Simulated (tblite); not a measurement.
Species: C3H7P.
Atom-mapped SMILES: `[H]/[P:4]=[CH:3]\[CH2:2][CH3:1]` (hydrogens: H5, H6, H7 on C1; H8, H9 on C2; H10 on C3; H11 on P4)

Computed with GFN2-xTB (tblite), gas phase: L-BFGS steps from a force-field or distance-geometry start until the largest atomic force falls under 0.01 eV/Å.

Step 5: E = -339.1579 eV
```
atom  x, y, z in Å  |  force x, y, z in eV/Å
C1     -1.3497   -0.3406    0.0784   -0.039   0.011   0.016
C2      0.1024   -0.4390   -0.3932   -0.002  -0.029   0.024
C3      0.8186    0.8531   -0.1964    0.014   0.034   0.011
P4      2.1233    1.2027    0.7849    0.005   0.034   0.011
H5     -1.8773    0.4433   -0.4610    0.019   0.003  -0.011
H6     -1.3875   -0.1074    1.1405    0.017   0.000   0.000
H7     -1.8710   -1.2818   -0.0862    0.041   0.009  -0.012
H8      0.1120   -0.6873   -1.4586   -0.016  -0.002  -0.038
H9      0.6061   -1.2471    0.1417    0.029   0.013   0.050
H10     0.4173    1.6868   -0.7617   -0.036  -0.001  -0.025
H11     2.3112   -0.0801    1.3252   -0.034  -0.071  -0.025
```

Step 6: E = -339.1584 eV
```
atom  x, y, z in Å  |  force x, y, z in eV/Å
C1     -1.3499   -0.3396    0.0786   -0.024   0.002   0.015
C2      0.1014   -0.4393   -0.3923    0.035   0.006   0.013
C3      0.8185    0.8524   -0.1965    0.004   0.055   0.007
P4      2.1226    1.2029    0.7854    0.004   0.006   0.013
H5     -1.8765    0.4436   -0.4624    0.014   0.005   0.000
H6     -1.3862   -0.1080    1.1408    0.003   0.011   0.004
H7     -1.8685   -1.2812   -0.0868    0.015  -0.007  -0.012
H8      0.1113   -0.6866   -1.4577   -0.014  -0.016  -0.045
H9      0.6074   -1.2445    0.1433    0.024  -0.017   0.054
H10     0.4160    1.6853   -0.7621   -0.031   0.005  -0.023
H11     2.3093   -0.0823    1.3233   -0.030  -0.050  -0.026
```

Step 7: E = -339.1588 eV
```
atom  x, y, z in Å  |  force x, y, z in eV/Å
C1     -1.3502   -0.3387    0.0790    0.009  -0.007   0.007
C2      0.1012   -0.4395   -0.3914    0.057   0.029  -0.001
C3      0.8185    0.8527   -0.1965   -0.008   0.054   0.000
P4      2.1220    1.2030    0.7861    0.001  -0.025   0.015
H5     -1.8755    0.4441   -0.4637    0.008   0.006   0.010
H6     -1.3850   -0.1083    1.1412   -0.010   0.020   0.008
H7     -1.8659   -1.2810   -0.0875   -0.008  -0.019  -0.010
H8      0.1103   -0.6860   -1.4575   -0.007  -0.022  -0.024
H9      0.6090   -1.2424    0.1459    0.011  -0.026   0.042
H10     0.4141    1.6840   -0.7629   -0.025   0.013  -0.019
H11     2.3070   -0.0853    1.3210   -0.028  -0.023  -0.028
```

Step 8: E = -339.1592 eV
```
atom  x, y, z in Å  |  force x, y, z in eV/Å
C1     -1.3502   -0.3380    0.0794    0.040  -0.015  -0.004
C2      0.1019   -0.4393   -0.3907    0.054   0.034  -0.011
C3      0.8183    0.8539   -0.1965   -0.016   0.037  -0.007
P4      2.1216    1.2027    0.7872   -0.003  -0.042   0.014
H5     -1.8744    0.4447   -0.4647    0.006   0.002   0.021
H6     -1.3841   -0.1082    1.1418   -0.020   0.023   0.005
H7     -1.8637   -1.2810   -0.0884   -0.021  -0.018  -0.004
H8      0.1093   -0.6860   -1.4577    0.005  -0.024   0.010
H9      0.6107   -1.2409    0.1491   -0.003  -0.017   0.019
H10     0.4118    1.6832   -0.7641   -0.016   0.022  -0.013
H11     2.3042   -0.0885    1.3182   -0.025  -0.003  -0.030
```

Problem. Estimate the geometry and energy of step 9. (The exact step hangs on the optimiser's Hessian estimate; all steps are aligned on step 8, rigid shifts and turns removed.)

Solution. E = -339.1596 eV, largest force 0.056 eV/Å
```
atom  x, y, z in Å  |  force x, y, z in eV/Å
C1     -1.3495   -0.3376    0.0797    0.052  -0.018  -0.010
C2      0.1036   -0.4387   -0.3900    0.029   0.023  -0.011
C3      0.8179    0.8559   -0.1965   -0.017   0.014  -0.013
P4      2.1211    1.2018    0.7884   -0.008  -0.038   0.008
H5     -1.8732    0.4452   -0.4652    0.008  -0.007   0.028
H6     -1.3836   -0.1077    1.1424   -0.024   0.019  -0.005
H7     -1.8619   -1.2813   -0.0893   -0.021  -0.006   0.003
H8      0.1085   -0.6864   -1.4577    0.020  -0.022   0.038
H9      0.6122   -1.2396    0.1524   -0.012   0.001  -0.007
H10     0.4093    1.6830   -0.7656   -0.005   0.030  -0.004
H11     2.3010   -0.0919    1.3150   -0.023   0.004  -0.027
```

The energy changes by -0.0004 eV. The first-order estimate −F·Δx gives -0.0005 eV and the mean of the old and new forces, exact on a quadratic surface, -0.0004 eV. The step makes an angle of 61° with the force vector and moves no atom by more than 0.006 Å.

The cost below is that of the whole relaxation. The run took under 0.1 s on an Arm Neoverse V1 with one thread (shared host).
